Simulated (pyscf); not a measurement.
Optimised with ωB97X-D3(BJ)/def2-SVP in PySCF.

Q: What is the homolytic dissociation enthalpy (298 K, ωB97M-D3(BJ)/def2-TZVP) of the C–H bond of `[CH2]=[C]1[CH]=[CH][CH2]1`, to cyclic C₅H₅ (SMILES C=C1C=[C]C1) [doublet] + H•?

A: C–H to cyclic C₅H₅ (SMILES C=C1C=[C]C1) [doublet] + H•: 477.0 kJ/mol. The 7 functionals that were run give +452.5 (r²SCAN) to +477.0 kJ/mol (ωB97M-D3(BJ)). The radicals are drawn with the spin at the cut bond; how far it spreads was not checked. cyclic C₅H₅ (SMILES C=C1C=[C]C1) [doublet] lies 109.2 kJ/mol over its isomer cyclic C₅H₅ (SMILES [C]1=CCC=C1) [doublet], and others may lie lower still (electronic energy, ωB97M-D3(BJ)).
